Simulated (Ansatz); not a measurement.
# Platinum, fcc: convergence with Gaussian smearing

Computed with Ansatz, r²SCAN, scalar-relativistic PAW, on the relaxed cell (a = 3.941 Å; spin not included). Errors count from a run at 500 eV on a Γ-centred 22×22×22 mesh with Fermi-Dirac smearing of 0.1 eV, extrapolated to zero width. Fixed here: cutoff 500 eV, mesh 14×14×14. The SCF starts from atomic densities corrected by a trained network.

| width (eV) | E(σ→0) error (meV/atom) | F error (meV/atom) | P (GPa) | SCF iterations |
| --- | --- | --- | --- | --- |
| 0.01 | -3.9 | -4.1 | -0.46 | 6 |
| 0.03 | -4.2 | -4.7 | -0.46 | 6 |
| 0.1 | -4.5 | -8.5 | -0.39 | 6 |
| 0.2 | -4.6 | -20.8 | -0.15 | 6 |
| 0.3 | -6.3 | -40.4 | 0.15 | 6 |
| 0.6 | -20.6 | -130.4 | 1.22 | 6 |
| 1.0 | -53.9 | -305.7 | 2.92 | 6 |
